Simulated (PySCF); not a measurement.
CH8Si2.
Numbering: `[CH3:1][SiH2:2][SiH3:3]` (hydrogens: H4, H5, H6 on C1; H7, H8 on Si2; H9, H10, H11 on Si3)

Method: PBE0-D3(BJ)/def2-SVP geometry optimisation, gas phase in PySCF.

Problem. What internal coordinates does the optimisation give?

Solution. 
```
                    bond  length (Å)   order
                  C1–Si2       1.885  single
                 Si2–Si3       2.346  single
     C1–H4, C1–H5, C1–H6       1.101  single
          Si2–H7, Si2–H8       1.498  single
Si3–H9, Si3–H10, Si3–H11       1.497  single
```

Bonds in one row agree within 0.01 Å and their mean is given. Orders are formal, as drawn. A selection of angles:
```
      angle  degrees
  Si2–C1–H4    110.9
   H4–C1–H5    108.2
 C1–Si2–Si3    110.6
  C1–Si2–H7    110.4
 Si3–Si2–H7    108.9
  H7–Si2–H8    107.5
 Si2–Si3–H9    110.2
Si2–Si3–H11    111.5
 H9–Si3–H10    108.0
```

Si2 (SiH2 silicon) is tetrahedral (angles from 107.5° to 110.6°). Si3 (SiH3 silicon) is tetrahedral (angles from 108.0° to 111.5°).

Point group: Cs (every atom within 0.08 Å of its image). Not checked by PBE0-D3(BJ)/def2-SVP frequencies.
